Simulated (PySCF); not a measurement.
# Where the electron goes

Species: 2-butynedinitrile, C₄N₂.
Structure used (PBE0-D3(BJ)/def2-SVP), in Å, numbered top down from 1:
```
atom  x, y, z in Å
N1    -3.115   -0.134    0.365
C2    -1.957   -0.084    0.276
C3    -0.590   -0.024    0.171
C4     0.623    0.029    0.076
C5     1.989    0.088   -0.028
N6     3.148    0.137   -0.117
```

Method used: TDDFT CAM-B3LYP/def2-SVPD, vertical, gas phase, core orbitals frozen in the response (PySCF).

Kohn–Sham orbitals with the atoms that hold most of them (Löwdin shares over 4%, at most four atoms):

```json
{"orbital": "LUMO+2", "ε (eV)": "0.80", "atoms": "C3 26%, C4 26%, C2 22%, C5 22%"}
{"orbital": "LUMO+1", "ε (eV)": "-2.22", "atoms": "C3 20%, C4 20%, N6 16%, N1 16%"}
{"orbital": "LUMO", "ε (eV)": "-2.22", "atoms": "C3 20%, C4 20%, N6 16%, N1 16%"}
{"orbital": "HOMO", "ε (eV)": "-10.75", "atoms": "C3 22%, C4 22%, N6 18%, N1 18%"}
{"orbital": "HOMO-1", "ε (eV)": "-10.75", "atoms": "C3 22%, C4 22%, N6 18%, N1 18%"}
{"orbital": "HOMO-2", "ε (eV)": "-13.13", "atoms": "N6 23%, N1 23%, C5 22%, C2 22%"}
{"orbital": "HOMO-3", "ε (eV)": "-13.13", "atoms": "N6 23%, N1 23%, C5 22%, C2 22%"}
```

Within 0.005 eV of a neighbour in this list lie HOMO-3/HOMO-2, HOMO-1/HOMO and LUMO/LUMO+1 (point group found: D∞h).

**Question.** The HOMO–LUMO gap is 8.53 eV. Where does the response calculation put the lowest singlet, and from which orbitals?

**Answer.** S1 is at 4.29 eV (f = 0.0000), 4.23 eV below the gap, made of HOMO-1/HOMO→LUMO/LUMO+1 (≥95%). 

Next come S2 at 4.50 eV (f 0.0000), HOMO-1/HOMO→LUMO/LUMO+1 (≥89%); S3 at 4.50 eV (f 0.0000), HOMO-1/HOMO→LUMO/LUMO+1 (≥89%); S4 at 6.59 eV (f 0.0000), HOMO-3/HOMO-2→LUMO/LUMO+1 (≥65%); S5 at 6.90 eV (f 0.0000), HOMO-3/HOMO-2→LUMO/LUMO+1 (≥77%).

Orbitals of the list HOMO-3 to LUMO+2 that lie within 0.01 eV of each other are written together with a slash and their weights summed (≥ marks a lower bound); for degenerate orbitals outside that list single weights are arbitrary.

Löwdin shares depend on the basis, the more so with diffuse functions.

Hardware: an Arm Neoverse V1 with one thread, on a shared host. Cost: 20 s.
